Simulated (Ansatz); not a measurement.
hcp Y

These are LDA (Ansatz, an electronic-structure program, plane waves, PAW) values and carry that method's errors.

Settings: plane-wave cutoff 520 eV, 24×24×12 k mesh (along the axes of the cell as run), Fermi–Dirac smearing 0.024 eV (set by the program), scalar-relativistic PAW data made under PBE.

Cell: measured lattice: a = b = 3.648 Å, c = 5.732 Å, α = β = 90.00°, γ = 120.00°.

```yaml
elastic constant C11: 66.4 GPa
elastic constant C12: 17.0 GPa
elastic constant C13: 16.0 GPa
elastic constant C33: 68.9 GPa
elastic constant C44: 23.2 GPa
elastic constant C66: 24.7 GPa
Voigt–Reuss–Hill bulk modulus: 33.3 GPa
polycrystal shear modulus (Hill average): 24.4 GPa
young_modulus: 58.8 GPa
poisson_ratio: 0.206
```

Measured, for comparison: elastic constant C11 83.4 ± 0.2 GPa, elastic constant C12 29.1 ± 0.3 GPa, elastic constant C13 19 ± 4 GPa, elastic constant C33 80.1 ± 0.2 GPa, elastic constant C44 26.9 ± 0.06 GPa (0 K, extrapolated to 0 K; as tabulated in Elastic Constants of Yttrium Single Crystals in the Temperature Range 4.2-400 K). Computed (rounded) less measured: elastic constant C11 -20 %, elastic constant C12 -42 %, elastic constant C13 -16 % (inside the measured uncertainty), elastic constant C33 -14 %, elastic constant C44 -14 %.

Note: the cell isn't this level's own, so it is under some stress, which shifts stiffness and frequencies.

Elastic constants are with the ions relaxed.

Computed values are for the static lattice.

Computing time: about 14 core-minutes (a rough figure).
